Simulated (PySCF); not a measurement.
Can point charges reproduce the dipole moment of `C#C[C@@H]1C[C@@H]1C`?

Coordinates (GFN2-xTB, Å) and charges (e) from the PBE0/pcSseg-1 density (PySCF):

```json
{"atom": "C1", "x": "2.152", "y": "-0.873", "z": "1.254", "Mulliken": "-0.3884", "IAO": "-0.2662", "Hirshfeld": "-0.1282", "ESP-fitted": "-0.4649"}
{"atom": "C2", "x": "1.541", "y": "-0.294", "z": "0.402", "Mulliken": "+0.2914", "IAO": "-0.0227", "Hirshfeld": "-0.0360", "ESP-fitted": "+0.0378"}
{"atom": "C3", "x": "0.805", "y": "0.396", "z": "-0.609", "Mulliken": "-0.2369", "IAO": "-0.1593", "Hirshfeld": "-0.0315", "ESP-fitted": "-0.0898"}
{"atom": "C4", "x": "-0.200", "y": "1.447", "z": "-0.204", "Mulliken": "-0.1272", "IAO": "-0.2835", "Hirshfeld": "-0.0818", "ESP-fitted": "-0.3674"}
{"atom": "C5", "x": "-0.677", "y": "0.146", "z": "-0.768", "Mulliken": "-0.2907", "IAO": "-0.1100", "Hirshfeld": "-0.0249", "ESP-fitted": "+0.0842"}
{"atom": "C6", "x": "-1.378", "y": "-0.847", "z": "0.122", "Mulliken": "-0.1795", "IAO": "-0.4187", "Hirshfeld": "-0.1161", "ESP-fitted": "-0.5028"}
{"atom": "H7", "x": "2.696", "y": "-1.379", "z": "1.994", "Mulliken": "+0.0367", "IAO": "+0.1984", "Hirshfeld": "+0.0866", "ESP-fitted": "+0.3053"}
{"atom": "H8", "x": "1.380", "y": "0.577", "z": "-1.511", "Mulliken": "+0.1490", "IAO": "+0.1688", "Hirshfeld": "+0.0581", "ESP-fitted": "+0.1360"}
{"atom": "H9", "x": "-0.270", "y": "2.342", "z": "-0.805", "Mulliken": "+0.1318", "IAO": "+0.1531", "Hirshfeld": "+0.0508", "ESP-fitted": "+0.1384"}
{"atom": "H10", "x": "-0.338", "y": "1.617", "z": "0.853", "Mulliken": "+0.1346", "IAO": "+0.1543", "Hirshfeld": "+0.0504", "ESP-fitted": "+0.1798"}
{"atom": "H11", "x": "-1.051", "y": "0.160", "z": "-1.786", "Mulliken": "+0.1251", "IAO": "+0.1463", "Hirshfeld": "+0.0488", "ESP-fitted": "+0.0874"}
{"atom": "H12", "x": "-1.288", "y": "-1.853", "z": "-0.284", "Mulliken": "+0.1209", "IAO": "+0.1462", "Hirshfeld": "+0.0426", "ESP-fitted": "+0.1410"}
{"atom": "H13", "x": "-0.939", "y": "-0.840", "z": "1.117", "Mulliken": "+0.1145", "IAO": "+0.1489", "Hirshfeld": "+0.0385", "ESP-fitted": "+0.1749"}
{"atom": "H14", "x": "-2.436", "y": "-0.601", "z": "0.203", "Mulliken": "+0.1188", "IAO": "+0.1444", "Hirshfeld": "+0.0425", "ESP-fitted": "+0.1401"}
```

**Question.** What dipole does each set of charges give (1 e·Å = 4.803 D), and what does the density give?

**Answer.** The full density gives (-0.81, 0.30, -0.44) D, 0.97 D in size; dipole vectors point from the negative to the positive end.

```
    scheme     μx    μy     μz  size (D)  share of the full size (%)  angle to the full dipole (°)
  Mulliken  -2.73  1.32  -1.19      3.26                         336                             8
       IAO  -0.90  0.37  -0.54      1.11                         115                             3
 Hirshfeld  -0.61  0.35  -0.46      0.83                          86                            10
ESP-fitted  -0.82  0.29  -0.44      0.98                         101                             1
```

**Question.** Which set comes closest?

**Answer.** Length of the difference vector: ESP-fitted 0.02 D, IAO 0.15 D, Hirshfeld 0.21 D, Mulliken 2.30 D. Closest: ESP-fitted. 

**Question.** What is left for the Hirshfeld atoms' own dipoles?

**Answer.** The Hirshfeld atoms' densities add up to the full density, so μ = Σ q r + Σ (atomic dipoles). The atomic dipoles sum to (-0.81, 0.30, -0.44) − (-0.61, 0.35, -0.46) = (-0.20, -0.05, 0.02) D, 0.21 D in size.

**Question.** With the origin at the mean of the coordinates, (0.000, 0.000, -0.002) Å, which are the largest single terms, by size, of the Mulliken dipole along the direction of the full one?

**Answer.** C1 +4.92, C2 -2.18, C5 -1.34, H11 +1.05, H14 +1.00 D; all 14 atoms together +3.23 D. The single terms depend on the origin, their sum doesn't.

**Question.** Give the size of the full dipole in other units.

**Answer.** 0.97 D = 0.382 au = 0.202 e·Å = 3.24 × 10⁻³⁰ C·m.

Isolated species at its GFN2-xTB geometry, gas phase.

These values come from a run that also computed NMR shieldings. Hardware: Arm Neoverse V1, one thread, no GPU, on a shared host. Cost: 14 s wall.
